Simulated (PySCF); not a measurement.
Allene, C₃H₄.
Numbering: `[CH2:1]=[C:2]=[CH2:3]` (hydrogens: H4, H5 on C1; H6, H7 on C3)

Structure used (PBE0-D3(BJ)/def2-SVP), in Å, numbered top down from 1:
```xyz
7
C3H4 angstrom
C      1.3039    0.1621   -0.1224
C      0.0132   -0.0152   -0.0098
C     -1.2775   -0.1917    0.1027
H      1.8976   -0.4250   -0.8309
H      1.8294    0.9031    0.4891
H     -1.9830    0.3807   -0.5089
H     -1.6918   -0.9161    0.8116
```

Theory: TDDFT wB97X-D/def2-SVPD, vertical, gas phase, core orbitals frozen in the response in PySCF 2.14.0, density-fitted response routines.

Transition dipole moments from the ground state, in atomic units and in the frame of the coordinates above (overall signs are arbitrary), for the states with f of 0.002 or more among the lowest 10:

```tsv
state	E (hartree)	μx	μy	μz
S4	0.2766	-0.054	0.151	-0.419
S5	0.2767	-0.045	0.419	0.157
S6	0.2958	2.401	0.329	-0.208
S7	0.3242	0.049	-0.303	0.093
S8	0.3242	0.012	0.096	0.306
S9	0.3591	-0.052	0.146	-0.368
S10	0.3591	-0.037	0.367	0.151
```

**Question.** Work out the oscillator strengths.

**Answer.** f = (2/3) ΔE |μ|² with ΔE in hartree (27.2114 eV).

```json
{"state": "S4", "|μ|² (au)": "0.202", "|μ| (D)": "1.14", "f": "0.037"}
{"state": "S5", "|μ|² (au)": "0.202", "|μ| (D)": "1.14", "f": "0.037"}
{"state": "S6", "|μ|² (au)": "5.918", "|μ| (D)": "6.18", "f": "1.167"}
{"state": "S7", "|μ|² (au)": "0.103", "|μ| (D)": "0.82", "f": "0.022"}
{"state": "S8", "|μ|² (au)": "0.103", "|μ| (D)": "0.82", "f": "0.022"}
{"state": "S9", "|μ|² (au)": "0.159", "|μ| (D)": "1.01", "f": "0.038"}
{"state": "S10", "|μ|² (au)": "0.159", "|μ| (D)": "1.01", "f": "0.038"}
```

**Question.** Label these states by symmetry in D2d.

**Answer.** Polarised along the S4 axis, so B2: S6. Polarised across the S4 axis, so E: S4, S5, S7, S8, S9 and S10.

**Question.** How is the summed strength of these states shared among x, y and z?

**Answer.** (2/3) Σ ΔE μα² gives 1.140 for x, 0.117 for y and 0.106 for z, 1.362 in all.

**Question.** What peak molar absorption coefficient would the strongest computed level give as a lone Gaussian band 0.4 eV wide at half height?

**Answer.** ε(max) = 2.175×10⁸ f / FWHM, with the width in cm⁻¹. S6: 2.175×10⁸ × 1.1669 / 3226 ≈ 79000 L mol⁻¹ cm⁻¹.

S4/S5, S7/S8 and S9/S10 coincide within about 0.01 eV; within a degenerate level the directions of the single components are arbitrary.

The vertical ionisation energy (ΔSCF) is 10.08 eV, 0.30 eV above S10.
